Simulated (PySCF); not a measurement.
Si(F)4 anion (F₄Si), SMILES F[Si](F)(F)F (connectivity only; charge and spin as stated), charge -1, multiplicity 2. Atoms are numbered in the order given.

```xyz
5

F      0.0000     1.7050    -0.4884
Si     0.0000     0.0000    -0.3022
F      0.0000    -1.7050    -0.4884
F      1.3164     0.0000     0.7235
F     -1.3164     0.0000     0.7235
```
Charge -1, spin multiplicity 2.

The structure is a stationary point at PBE0-D3(BJ)/def2-SVPD. The multiplicity is an assumed one; other spin states were not compared. The isomer is the one that the SMILES or the coordinates give; other isomers of the formula were not compared.

Two levels are set side by side: PBE/pcH-1 (PySCF) and B3LYP/pcH-1 (PySCF). Contact hyperfine couplings, same geometry. Differences are taken from unrounded values.

```json
[
 {"quantity": "A(iso) of 19F, atom F1 (MHz)", "B3LYP": "847.7", "PBE": "783.8", "PBE minus B3LYP": "-63.9"},
 {"quantity": "A(iso) of 29Si, atom Si2 (MHz)", "B3LYP": "-1348.9", "PBE": "-1233.7", "PBE minus B3LYP": "115.2"},
 {"quantity": "A(iso) of 19F, atom F3 (MHz)", "B3LYP": "847.7", "PBE": "783.8", "PBE minus B3LYP": "-63.9"},
 {"quantity": "A(iso) of 19F, atom F4 (MHz)", "B3LYP": "196.3", "PBE": "193.0", "PBE minus B3LYP": "-3.3"},
 {"quantity": "A(iso) of 19F, atom F5 (MHz)", "B3LYP": "196.3", "PBE": "193.0", "PBE minus B3LYP": "-3.3"}
]
```

Rough cost on one machine, each run with all the roots and properties that it gave: B3LYP against PBE within a factor of 2.
